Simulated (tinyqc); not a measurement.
Inside a calculation. Method: extended Hueckel theory, for HF. One step of it, computed by the program tinyqc.

Task: Wolfsberg-Helmholz matrix. H_ij = K' S_ij (H_ii + H_jj)/2 for i != j (the diagonal keeps H_ii), with K' = K + D^2 + D^4 (1 - K), D = (H_ii - H_jj)/(H_ii + H_jj), K = 1.75.

overlap S, lower triangle:
```
           1F 2s    1F 2px    1F 2py    1F 2pz     2H 1s
1F 2s   1.000000
1F 2px  0.000000  1.000000
1F 2py  0.000000  0.000000  1.000000
1F 2pz  0.000000  0.000000  0.000000  1.000000
2H 1s   0.444653  0.000000  0.000000  0.368186  1.000000
```

diagonal H_ii (eV): 1F 2s -40.000000, 1F 2px -18.100000, 1F 2py -18.100000, 1F 2pz -18.100000, 2H 1s -13.600000

K = 1.750000

Give: H.

Result:

H (eV), lower triangle:
```
          1F 2s   1F 2px   1F 2py   1F 2pz    2H 1s
1F 2s   -40.000
1F 2px    0.000  -18.100
1F 2py    0.000    0.000  -18.100
1F 2pz    0.000    0.000    0.000  -18.100
2H 1s   -23.219    0.000    0.000  -10.328  -13.600
```
